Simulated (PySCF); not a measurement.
Vibration and rotation of BCl⁻

UHF-CCSD(T) constants of BCl⁻, ²Π (doublet), unpaired electrons π ↑ (PySCF, no relativity, basis sets B aug-cc-pVDZ, Cl aug-cc-pV(D+d)Z; masses 11.0093 and 34.9689 u):

| Item | Value |
| --- | --- |
| ωe | 466.7 cm⁻¹ |
| ωexe | 7.37 cm⁻¹ |
| Be | 0.53733 cm⁻¹ |
| αe | 0.0108 cm⁻¹ |
| D (centrifugal) | 2.85e-06 cm⁻¹ |

Give the vibrational terms G(v) and spacings up to v = 6.

G(v) = ωe(v+½) − ωexe(v+½)².

```
v  G(v) (cm⁻¹)  G(v) − G(v−1)  Bv (cm⁻¹)
0        231.5                    0.5319
1        683.5          452.0     0.5211
2       1120.7          437.2     0.5103
3       1543.2          422.5     0.4995
4       1950.9          407.7     0.4887
5       2343.9          393.0     0.4779
6       2722.2          378.3     0.4671
```

Correlated steps freeze 6 core orbitals. The state was picked by a PBE0 search and need not be the measured ground state.
